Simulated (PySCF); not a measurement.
Compound: thioacrolein, C3H4S.
Structure used (PBE0-D3(BJ)/def2-TZVP), in Å, numbered top down from 1:
```xyz
8
C3H4S angstrom
C     -1.2440    0.1960    0.0280
C     -0.0916   -0.4734    0.1177
C      1.1793    0.1640   -0.1251
S      2.6184   -0.5702   -0.0494
H     -2.1984   -0.2833    0.2091
H     -1.2603    1.2496   -0.2316
H     -0.0697   -1.5274    0.3767
H      1.1210    1.2261   -0.3779
```

The calculation used PBE0-D3(BJ)/def2-TZVP geometry optimisation, gas phase in PySCF.

Masses are those of the commonest isotopes; rigid-rotor values at the optimised geometry. The values belong to one conformer with, in the numbering `[CH2:1]=[CH:2][CH:3]=[S:4]`, C1–C2–C3–S4 180°.

Task: What are A, B and C (cm⁻¹)?

Result: Ia = 10.82, Ib = 179.12, Ic = 189.94 u·Å²; 505379 MHz·u·Å²/I gives 46697, 2822 and 2661 MHz, that is A = 1.55765, B = 0.09412, C = 0.08875 cm⁻¹.

Task: What kind of rotor is it?

Result: A near-prolate asymmetric top: κ = (2 × 2822 − 46697 − 2661)/(46697 − 2661) = -0.99.

Task: Is it planar, by Δ = Ic − Ia − Ib?

Result: Planar: Δ = Ic − Ia − Ib = 0.00 u·Å². For a rigid frame Δ = −2 Σ m c², so it vanishes when all atoms lie in the ab plane; here none is more than 0.01 Å from it.

Task: Where do the levels up to J = 4 lie, in MHz?

Result: Above 0(0,0):
J = 1: 1(0,1) 5482, 1(1,1) 49358, 1(1,0) 49519
J = 2: 2(0,2) 16446, 2(1,2) 60162, 2(1,1) 60644, 2(2,1) 192271, 2(2,0) 192271
J = 3: 3(0,3) 32891, 3(1,3) 76367, 3(1,2) 77332, 3(2,2) 208718, 3(2,1) 208720, 3(3,1) 428498, 3(3,0) 428498
J = 4: 4(0,4) 54816, 4(1,4) 97974, 4(1,3) 99581, 4(2,3) 230647, 4(2,2) 230653, 4(3,2) 450428, 4(3,1) 450428, 4(4,1) 758120, 4(4,0) 758120
The levels of one J sum to (2J + 1)J(J + 1)(A + B + C)/3.

Task: Predict some low-J microwave lines.

Result: The dipole components are |μa| = 2.90 D, |μb| = 0.39 D, |μc| = 0.00 D; the mirror of this Cs structure is the ab plane, so μc vanishes by symmetry and there are no c-type lines. Intensities carry the squares of the components, which stand as 1.00 : 0.02 (a : b). Some lines, for components of 0.1 D or more:

```
type  branch         J(Ka,Kc)     MHz  lower level (cm⁻¹)
   a       Q  2(1,1) ← 2(1,2)     482               2.007
   a       R  2(1,1) ← 1(1,0)   11125               1.652
   a       R  3(1,3) ← 2(1,2)   16205               2.007
   a       R  3(2,2) ← 2(2,1)   16447               6.413
   b       Q  1(1,0) ← 1(0,1)   44036               0.183
   b       Q  2(1,1) ← 2(0,2)   44198               0.549
   b       Q  3(1,2) ← 3(0,3)   44440               1.097
   b       R  2(1,2) ← 1(0,1)   54679               0.183
   b       R  3(1,3) ← 2(0,2)   59921               0.549
   b       Q  3(2,1) ← 3(1,2)  131388               2.580
   b       Q  2(2,0) ← 2(1,1)  131628               2.023
   b       Q  2(2,1) ← 2(1,2)  132109               2.007
   b       Q  3(2,2) ← 3(1,3)  132351               2.547
   b       R  2(2,0) ← 1(1,1)  142914               1.646
   b       Q  3(3,0) ← 3(2,1)  219778               6.962
   b       R  3(3,1) ← 2(2,0)  236227               6.413
```

Task: Estimate the classical rotational partition function at 50 K and 500 K.

Result: Point group Cs, symmetry number σ = 1; q = (√π/σ)·√((kT/h)³/(ABC)), k/h = 20836.6 MHz/K: 3180 at 50 K, 101000 at 500 K.

Not checked by PBE0-D3(BJ)/def2-TZVP frequencies. No vibrational averaging or centrifugal distortion is included, and the geometry carries the error of its method.
